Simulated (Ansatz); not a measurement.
Candidates: rock-salt CdO, cubic perovskite BaZrO₃, cubic perovskite KTaO₃, rock-salt CaO, rock-salt SrO, anatase TiO₂ (metastable phase). Level: PBE0 (Ansatz, a first-principles code, plane waves, PAW).

Ansatz's runs of these crystals have no spin polarisation.

Spin–orbit coupling is left out, also for the solids with elements from indium on (cubic perovskite BaZrO3, cubic perovskite KTaO3); its size isn't shown.

Each level is taken at its own relaxed cell. Ansatz's density-functional and Hartree–Fock values are scalar-relativistic unless marked +SOC, with PAW data made under PBE.

Task: Which of them have a computed elastic constant C11 between 270 and 420 GPa?

Result: cubic perovskite BaZrO₃, anatase TiO₂ (metastable phase). The values: rock-salt CdO 212 GPa; cubic perovskite BaZrO₃ 322 GPa; cubic perovskite KTaO₃ 467 GPa; rock-salt CaO 222 GPa; rock-salt SrO 177 GPa; anatase TiO₂ (metastable phase) 373 GPa.
